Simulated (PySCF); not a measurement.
Atomic charges against the basis set

C3H3FO2.
SMILES with atom numbers: `[O:1]=[C:2]([OH:3])/[CH:4]=[CH:5]/[F:6]` (hydrogens: H7 on O3; H8 on C4; H9 on C5)

PBE0 throughout (PySCF), one geometry, spherical d and f functions. One conformer (not necessarily the lowest) at the PBE0-D3(BJ)/def2-SVP geometry, without solvent, vibrations or thermal averaging. The first 7 of 9 kinds of atom are listed.

Mulliken charges (e):

| basis | functions | O1 | C2 | O3 | C4 | C5 | F6 | H7 |
| --- | --- | --- | --- | --- | --- | --- | --- | --- |
| STO-3G | 33 | -0.254 | +0.228 | -0.256 | -0.145 | +0.044 | -0.049 | +0.231 |
| 6-31G | 60 | -0.425 | +0.452 | -0.566 | -0.204 | +0.187 | -0.290 | +0.402 |
| pcSseg-0 | 60 | -0.508 | +0.633 | -0.599 | -0.370 | +0.239 | -0.330 | +0.385 |
| 6-31G* | 90 | -0.461 | +0.567 | -0.606 | -0.309 | +0.225 | -0.274 | +0.436 |
| def2-SVP | 99 | -0.256 | +0.211 | -0.200 | -0.164 | +0.254 | -0.176 | +0.191 |
| cc-pVDZ | 99 | -0.265 | +0.212 | -0.175 | -0.150 | +0.254 | -0.141 | +0.159 |
| pcSseg-1 | 117 | -0.418 | +0.484 | -0.358 | -0.315 | +0.325 | -0.243 | +0.242 |
| aug-cc-pVDZ | 165 | -0.596 | +0.686 | -0.525 | +0.685 | +0.719 | -0.447 | +0.230 |
| 6-311+G(2d,p) | 180 | -0.506 | +0.389 | -0.392 | +0.038 | +0.099 | -0.243 | +0.304 |
| def2-TZVP | 204 | -0.339 | +0.310 | -0.363 | -0.243 | +0.147 | -0.154 | +0.332 |
| cc-pVTZ | 222 | -0.320 | +0.287 | -0.244 | -0.244 | +0.160 | -0.131 | +0.221 |
| IGLO-III | 240 | -0.478 | +0.512 | -0.399 | -0.180 | +0.198 | -0.207 | +0.301 |

IAO charges (e):

```json
{"basis": "STO-3G", "functions": "33", "O1": "-0.268", "C2": "+0.262", "O3": "-0.293", "C4": "-0.252", "C5": "+0.051", "F6": "-0.063", "H7": "+0.272"}
{"basis": "6-31G", "functions": "60", "O1": "-0.455", "C2": "+0.469", "O3": "-0.456", "C4": "-0.259", "C5": "+0.176", "F6": "-0.218", "H7": "+0.370"}
{"basis": "pcSseg-0", "functions": "60", "O1": "-0.451", "C2": "+0.466", "O3": "-0.441", "C4": "-0.270", "C5": "+0.182", "F6": "-0.207", "H7": "+0.361"}
{"basis": "6-31G*", "functions": "90", "O1": "-0.482", "C2": "+0.526", "O3": "-0.473", "C4": "-0.278", "C5": "+0.216", "F6": "-0.227", "H7": "+0.370"}
{"basis": "def2-SVP", "functions": "99", "O1": "-0.475", "C2": "+0.518", "O3": "-0.468", "C4": "-0.276", "C5": "+0.215", "F6": "-0.228", "H7": "+0.370"}
{"basis": "cc-pVDZ", "functions": "99", "O1": "-0.474", "C2": "+0.522", "O3": "-0.472", "C4": "-0.281", "C5": "+0.212", "F6": "-0.228", "H7": "+0.372"}
{"basis": "pcSseg-1", "functions": "117", "O1": "-0.485", "C2": "+0.527", "O3": "-0.476", "C4": "-0.277", "C5": "+0.216", "F6": "-0.235", "H7": "+0.375"}
{"basis": "aug-cc-pVDZ", "functions": "165", "O1": "-0.489", "C2": "+0.536", "O3": "-0.490", "C4": "-0.279", "C5": "+0.217", "F6": "-0.241", "H7": "+0.384"}
{"basis": "6-311+G(2d,p)", "functions": "180", "O1": "-0.491", "C2": "+0.537", "O3": "-0.490", "C4": "-0.278", "C5": "+0.217", "F6": "-0.242", "H7": "+0.384"}
{"basis": "def2-TZVP", "functions": "204", "O1": "-0.492", "C2": "+0.541", "O3": "-0.489", "C4": "-0.282", "C5": "+0.221", "F6": "-0.241", "H7": "+0.382"}
{"basis": "cc-pVTZ", "functions": "222", "O1": "-0.489", "C2": "+0.539", "O3": "-0.488", "C4": "-0.283", "C5": "+0.219", "F6": "-0.239", "H7": "+0.382"}
{"basis": "IGLO-III", "functions": "240", "O1": "-0.492", "C2": "+0.538", "O3": "-0.491", "C4": "-0.280", "C5": "+0.218", "F6": "-0.242", "H7": "+0.385"}
```

**Question.** Which scheme is steadiest as the basis changes?

**Answer.** Largest range over the bases for any column: IAO 0.28 e, Mulliken 1.06 e. IAO charges move least and Mulliken charges most, counted in e. Without the minimal STO-3G basis the ranges are IAO 0.08, Mulliken 1.06 e.

**Question.** How much do the charges still move between the two largest bases, cc-pVTZ and IGLO-III?

**Answer.** At most, over all atoms: Mulliken 0.224 e, IAO 0.003 e.

**Question.** What do the same runs give for the total energy, the frontier levels and the dipole moment?

**Answer.** 
```tsv
basis	energy (Eh)	HOMO (eV)	LUMO (eV)	μ (D)
STO-3G	-361.0645	-4.31	2.13	0.42
6-31G	-365.8918	-8.13	-1.34	0.87
pcSseg-0	-365.1436	-8.37	-1.49	0.79
6-31G*	-366.0029	-7.88	-1.01	0.86
def2-SVP	-365.7425	-8.10	-1.25	0.91
cc-pVDZ	-366.0405	-7.97	-1.12	0.91
pcSseg-1	-365.9848	-8.24	-1.43	0.91
aug-cc-pVDZ	-366.0705	-8.25	-1.53	1.01
6-311+G(2d,p)	-366.1343	-8.27	-1.54	1.00
def2-TZVP	-366.1690	-8.21	-1.44	0.98
cc-pVTZ	-366.1529	-8.16	-1.36	0.98
IGLO-III	-366.1747	-8.25	-1.52	1.01
```

The dipole is fixed by the density alone, so its range of 0.59 D shows that the density itself changes with the basis, not only its division among atoms.
